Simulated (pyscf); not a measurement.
Addition across a multiple bond or ene-type step: O=Ge=O + water (H₂O) → O=Ge(OH)–OH

Gas phase, singlet surface, charge 0. Bonds broken: O4–H5. Bonds formed: O1–H5, Ge2–O4. Single points on ωB97X-D3(BJ)/def2-SVP structures (PySCF, gas phase). MP2 and CC: frozen core, UHF for open shells. ΔMP2 is the change of the MP2 total energy from the triple- to the quadruple-zeta basis.

Transition state (Å):

```xyz
6

O      0.2288    -0.2998     1.0909
Ge    -1.0838    -1.1772     0.5203
O     -2.2245    -2.3200     0.4330
O     -0.9896     0.3320    -0.7686
H     -0.1835     0.4856     0.0419
H     -1.6813     1.0024    -0.8605
```

One imaginary mode, 1224i cm⁻¹; descent along it reached the two sides named, in the forms told below.

```tsv
bond	change	reactant side (Å)	saddle	product side
O4–H5	breaks	0.968	1.153	2.6
O1–H5	forms	2.9	1.374	0.967
Ge2–O4	forms	2.158	1.987	1.754
```

Electronic energies relative to the separated reactants (kJ/mol):

```
level                             barrier  reaction energy  reverse barrier
--------------------------------  -------  ---------------  ---------------
ωB97X-D3(BJ)/def2-TZVP              -37.8           -225.5            187.7
PBE/def2-TZVP                       -34.5           -182.7            148.2
r²SCAN/def2-TZVP                    -41.6           -210.2            168.6
B3LYP-D3(BJ)/def2-TZVP              -27.8           -202.7            174.8
PBE0-D3(BJ)/def2-TZVP               -42.4           -217.5            175.2
M06-2X/def2-TZVP                    -51.7           -246.2            194.5
ωB97M-D3(BJ)/def2-TZVP              -33.4           -216.2            182.8
HF/def2-TZVP                         -4.4           -256.4            252.0
MP2/def2-QZVPP                      -18.0           -192.4            174.4
CCSD/def2-TZVPP                     -21.6           -219.6            198.0
CCSD(T)/def2-TZVPP                  -22.6           -206.0            183.5
CCSD(T)/def2-TZVPP + ΔMP2(QZVPP)    -19.7           -203.5            183.8
```

With CCSD(T)/def2-TZVPP + ΔMP2(QZVPP) energies and thermal terms (ideal gas, 1 atm, RRHO with modes under 100 cm⁻¹ raised to 100, one conformer, R ln 2 for chiral ones without a mode under 150 cm⁻¹), in kJ/mol:

```tsv
T (K)	ΔH‡	ΔG‡	ΔH	ΔG
298	-25.9	11.9	-198.4	-161.2
600	-26.7	50.8	-196.5	-124.0
900	-25.4	89.3	-193.0	-88.5
1200	-23.5	127.2	-189.2	-54.2
```

On the reactant side the descent ends in an adduct with a Ge–O contact, 77.0 kJ/mol under the separated species and 39.2 kJ/mol under the saddle at ωB97X-D3(BJ)/def2-TZVP. At ωB97X-D3(BJ)/def2-TZVP, PBE, r²SCAN, B3LYP-D3(BJ), PBE0-D3(BJ), M06-2X, ωB97M-D3(BJ)/def2-TZVP, HF, MP2, CCSD, CCSD(T), CCSD(T) the saddle lies under the separated reactants, which points to a path from their complex (located at ωB97X-D3(BJ) alone). What is counted as formed (Ge–O) is already present as a longer contact in the reactant adduct; forming that adduct is a step of its own. This is the saddle that the search found; another between the same sides may lie lower. The CCSD(T) − MP2 part came from Ansatz, without density fitting, on the same reference. The frozen core leaves the outer d or s,p core shells of the metals and heavy elements correlated in the MP2 and CC values, and def2-TZVPP describes them poorly, which can shift differences by a few kcal/mol. Elements up to Kr have no core potential and no relativistic terms here.
